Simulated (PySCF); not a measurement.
[AlFH3]- (charge -1).
Cartesian coordinates in Å at the PBE0-D3(BJ)/def2-SVP level; atoms count from 1:
```
atom  x, y, z in Å
Al1   -0.0001    0.0000   -0.0189
F2     0.0076   -0.0129    1.7048
H3     1.5561    0.0090   -0.5695
H4    -0.7863    1.3521   -0.5467
H5    -0.7773   -1.3482   -0.5697
```

Method: PBE0-D3(BJ)/def2-SVP geometry optimisation, gas phase in PySCF 2.14.0.

**Question.** Which atoms are bound to Al1, and at what distances?

**Answer.** 4 atoms: H4 1.651 Å, H3 1.651 Å, H5 1.651 Å, F2 1.724 Å.

**Question.** List the angles at Al1.

**Answer.** 
```csv
angle,degrees,distance of the outer atoms (Å)
H4–Al1–H5,109.8,2.70
H3–Al1–H4,109.8,2.70
H3–Al1–H5,109.7,2.70
F2–Al1–H5,109.2,2.75
F2–Al1–H3,109.2,2.75
F2–Al1–H4,109.1,2.75
```

**Question.** What is the shape at Al1?

**Answer.** Tetrahedral: angles from 109.1° to 109.8°; τ4 = (360° − α − β)/141° = 1.00 with α and β the two widest (0 for a square, 1 for a tetrahedron).

**Question.** What are the rotational constants (commonest isotopes, rigid rotor)?

**Answer.** A = 68786, B = 12246, C = 12245 MHz: a prolate symmetric top.

Point group: C3v (tolerance 0.08 Å). Charge -1, singlet. PBE0-D3(BJ)/def2-SVP frequencies: not computed here.

Hardware: one thread of an Arm Neoverse V1, no GPU (shared host). Cost: 2.3 s of wall time. That covers the optimisation of the geometry.
